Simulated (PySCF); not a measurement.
## Computed data sheet: `C(O)[C@H](C)Cl`

Compound: C3H7ClO.
Atom-mapped SMILES: `[CH3:1][C@H:2]([Cl:3])[CH2:4][OH:5]` (hydrogens: H6, H7, H8 on C1; H9 on C2; H10, H11 on C4; H12 on O5)

Among its groups: alcohol and C–Cl bond.

**GFN2-xTB geometry**

```
Point group of the GFN2-xTB geometry                  : C1
Rotational constants A, B, C of the GFN2-xTB geometry : 4.717, 3.328, 2.095 GHz
```

**PBE0/pcSseg-1 ground state and GIAO shieldings, non-relativistic (PySCF)**

```
Dipole moment                                               : 1.91 D
HOMO energy                                                 : -7.99 eV
LUMO energy                                                 : 0.74 eV
HOMO–LUMO gap                                               : 8.73 eV
Lowest Hirshfeld atomic charge                              : -0.23 e on O5
Highest Hirshfeld atomic charge                             : +0.14 e on H12
13C chemical shifts (computed TMS as zero) by class         : 73.9 (C4), 69.8 (C2), 23.0 (C1) ppm
1H chemical shifts (computed TMS as zero) by class          : 4.08 (H9), 3.88 (H10), 3.64 (H11), 1.75 (H12), 1.40 (H6/H7/H8) ppm
Isotropic shieldings of nuclei other than C and H, by class : 299 (O5), 812 (Cl3) ppm
Mayer bond orders between heavy atoms                       : C1–C2 1.01, C2–Cl3 0.96, C2–C4 0.97, C4–O5 0.97
```

Monoisotopic mass from the formula: 94.0185 u.

The rotational constants make it an asymmetric top with κ = (2B − A − C)/(A − C) = -0.06, midway between the prolate (−1) and oblate (+1) limits. A dipole of 1.91 D is allowed in C1, and pure rotational transitions are dipole-allowed. The dipole matches unit charges of opposite sign 0.40 Å apart (1 e·Å = 4.8032 D). With B = h/(8π²I), that is 505.379 GHz u Å² over I, the principal moments of inertia are 107.1, 151.8 and 241.2 u Å² (most abundant isotopes); the inertial defect Ic − Ia − Ib is -17.7 u Å² (zero for a rigid planar frame, negative otherwise).

Geometry: GFN2-xTB, one conformer, isolated molecule. NMR classes are plain means over equivalent atoms (diastereotopic ones count apart unless rotation or inversion swaps them), as if these changed places fast; in this geometry the members of some classes differ.

For the NMR shielding job (PBE0/pcSseg-1), hardware: one thread, x86-64 server, shared host. Cost: 11 s.

The values belong to the conformer `[CH3:1][C@H:2]([Cl:3])[CH2:4][OH:5]`: C1–C2–C4–O5 -177°, H–O5–C4–C2 -55°.
